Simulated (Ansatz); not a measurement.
**C4H10O2: one species, many methods**

An exercise on one series of results from a longer session: the logs are not shown, and one member is left open.

The runs use Ansatz 0.2.0, Gaussian basis; functionals in def2-TZVPP, the program's frozen cores in correlated methods.

The runs, in order: PBE-D4, r2SCAN-D4, PBE0-D4, B3LYP-D4, ωB97X-V, ωB97M-V, B2PLYP; CCSD(T)/def2-TZVPP; MP2/def2-QZVPP; extrapolation to the limit.

## The geometry

An earlier PBE0-D4 in a triple-zeta def2 set relaxation fixed the geometry.

SMILES `CC(O)CCO`, 16 atoms, charge 0, spin multiplicity 1.

Atoms are counted from 1 here; the program's logs count them from 0.

Bond lengths: C1–C2 1.511 Å, C1–H7 1.093 Å, C1–H8 1.091 Å, C1–H9 1.092 Å, C2–O3 1.414 Å, C2–C4 1.524 Å, C2–H10 1.104 Å, O3–H11 0.966 Å, C4–C5 1.517 Å, C4–H12 1.098 Å, C4–H13 1.096 Å, C5–O6 1.424 Å, C5–H14 1.094 Å, C5–H15 1.097 Å, O6–H16 0.961 Å. Angles: C2–C1–H7 110.2°, C2–C1–H8 110.0°, C2–C1–H9 111.1°, H7–C1–H8 108.1°, H7–C1–H9 108.8°, H8–C1–H9 108.6°, C1–C2–O3 107.3°, C1–C2–C4 112.1°, C1–C2–H10 108.6°, O3–C2–C4 111.6°, O3–C2–H10 109.5°, C4–C2–H10 107.7°, C2–O3–H11 106.9°, C2–C4–C5 113.8°, C2–C4–H12 108.8°, C2–C4–H13 109.1°, C5–C4–H12 110.0°, C5–C4–H13 108.0° and more.

The first run:

Input file in.yaml:

```yaml
crystal:
  periodic: [false, false, false]
  atoms:
    - {symbol: C, position_ang: [-1.378744, 0.296795, 1.604073]}
    - {symbol: C, position_ang: [-0.160540, 0.428285, 0.719473]}
    - {symbol: O, position_ang: [-0.264403, 1.665745, 0.044278]}
    - {symbol: C, position_ang: [-0.032014, -0.734797, -0.256282]}
    - {symbol: C, position_ang: [1.240193, -0.704806, -1.081809]}
    - {symbol: O, position_ang: [1.348799, 0.448060, -1.909831]}
    - {symbol: H, position_ang: [-2.285335, 0.253792, 0.995007]}
    - {symbol: H, position_ang: [-1.455326, 1.161530, 2.265265]}
    - {symbol: H, position_ang: [-1.323638, -0.606147, 2.216202]}
    - {symbol: H, position_ang: [0.739505, 0.430850, 1.358801]}
    - {symbol: H, position_ang: [0.417717, 1.670827, -0.639834]}
    - {symbol: H, position_ang: [-0.908820, -0.741692, -0.916676]}
    - {symbol: H, position_ang: [-0.049745, -1.676791, 0.303789]}
    - {symbol: H, position_ang: [2.112894, -0.668531, -0.423897]}
    - {symbol: H, position_ang: [1.326175, -1.615451, -1.686926]}
    - {symbol: H, position_ang: [0.673291, 0.392321, -2.591635]}
basis:
  gaussian: {orbitals: def2-TZVPP}
hamiltonian: {xc: pbe, dispersion: d4}
output: {forces: true, orbitals: {seedname: orbitals}}
```

The run is started by

```sh
ansatz run in.yaml --threads 2 --pin off --events-out ev --progress --plain --max-ram 32768MiB --backend cuda --devices 0, --max-vram 18GiB
```

Among the steps run: PBE-D4 (GGA); r2SCAN-D4 (meta-GGA); PBE0-D4 (hybrid); B3LYP-D4 (hybrid); ωB97X-V (range-separated); ωB97M-V (range-separated); B2PLYP (double hybrid); CCSD(T) in def2-TZVPP; MP2 in def2-QZVPP.

One of the session's tables, all rows but one given; the rest of the session is left out.

| method | atoms, summed (eV) | atomisation energy (kcal/mol) |
| --- | --- | --- |
| PBE-D4 | -8332.110 | 1534.4 |
| r2SCAN-D4 | -8338.880 | 1504.2 |
| PBE0-D4 | -8334.006 | 1507.5 |
| B3LYP-D4 | -8344.426 | 1500.0 |
| ωB97X-V | -8341.056 | 1503.5 |
| ωB97M-V | ? | ? |
| B2PLYP | -8337.516 | 1486.0 |
| HF/def2-TZVPP | -8310.337 | 1091.6 |
| MP2/def2-TZVPP | -8325.243 | 1490.3 |
| CCSD/def2-TZVPP | -8328.368 | 1447.4 |
| CCSD(T)/def2-TZVPP | -8328.744 | 1468.1 |
| MP2/CBS | -8328.091 | 1526.1 |
| CCSD(T)/CBS | -8331.593 | 1503.9 |

**Question.** Estimate the row for ωB97M-V.

**Answer.** atoms, summed (eV): -8339.773; atomisation energy (kcal/mol): 1506.2. In the column «atoms, summed (eV)» it lies between ωB97X-V (-8341.056) and r2SCAN-D4 (-8338.880).
